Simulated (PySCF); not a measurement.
isobutene cation (C₄H₈), SMILES C=C(C)C (connectivity only; charge and spin as stated), charge +1, multiplicity 2. Coordinates come from a TPSSh-D3(BJ)/def2-SVP optimisation. The spin state was assumed, not searched.

Level of theory: TPSSh-D3(BJ)/def2-SVP in PySCF.

Harmonic wavenumbers (cm⁻¹): 95, 167, 239, 399, 405, 440, 760, 855, 876, 968, 977, 1036, 1039, 1313, 1325, 1340, 1359, 1392, 1426, 1488, 1488, 1540, 2935, 2950, 3088, 3090, 3143, 3167, 3170, 3269. Rotational constants (GHz): 9.007, 8.340, 4.573; symmetry number 2.

**Question.** Work out the zero-point energy and the ideal-gas rigid-rotor harmonic-oscillator thermochemistry at 298.15 K and 1 atm.

**Answer.** ZPE = ½ Σ hcν = ½ × 45739 cm⁻¹ = 65.39 kcal/mol. H − E(el) = 69.75 kcal/mol. Entropy in cal/(mol K): translation 38.00, rotation 22.97, vibration 11.66, spin 1.38, total 74.00. G − E(el) = 47.68 kcal/mol. Cp = 22.15 cal/(mol K). Modes under 150 cm⁻¹ make the vibrational entropy uncertain.
